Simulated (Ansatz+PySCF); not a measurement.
Results of a calculation; reference values are marked as such.
## Ansatz (development build ahead of 0.2.0) run

```yaml
crystal:
  periodic: [false, false, false]
  atoms:
    - { symbol: C, position_ang: [0.0, -0.45415, -0.11921] }
    - { symbol: C, position_ang: [0.0, -0.46727, 1.21461] }
    - { symbol: C, position_ang: [0.0, 0.76907, -0.97505] }
    - { symbol: H, position_ang: [0.0, -1.41463, -0.65131] }
    - { symbol: H, position_ang: [0.0, -1.40472, 1.77705] }
    - { symbol: H, position_ang: [0.0, 0.46116, 1.79579] }
    - { symbol: H, position_ang: [0.0, 1.68905, -0.37179] }
    - { symbol: H, position_ang: [0.88292, 0.79163, -1.6359] }
    - { symbol: H, position_ang: [-0.88292, 0.79163, -1.6359] }
basis:
  gaussian: { orbitals: def2-SVP }
hamiltonian:
  xc: hf
correlation:
  method: ccsd_t
  frozen_orbitals: { C: 1, H: 0 }
scf:
  omitted_lower_state_checks: [stability, starts, atomic_configurations, cluster_reference, orbital_swaps, given_window_search, neighbouring_geometries, increment]
```

The input is written out in the form of the current development build from the run's settings.

Output:

| Property | Result |
| --- | --- |
| Converged | yes |
| Reference energy | -116.98940 hartree |
| CCSD correlation energy | -0.45953 hartree |
| Triples correction | -0.01486 hartree |
| Total energy | -117.46379 hartree |
| Spin squared of the determinant | 0.000 |
| Largest doubles amplitude | 0.13 |
| Occupied orbitals by symmetry in an Abelian subgroup (alpha; beta) | 10 A' 2 A''; 10 A' 2 A'' |
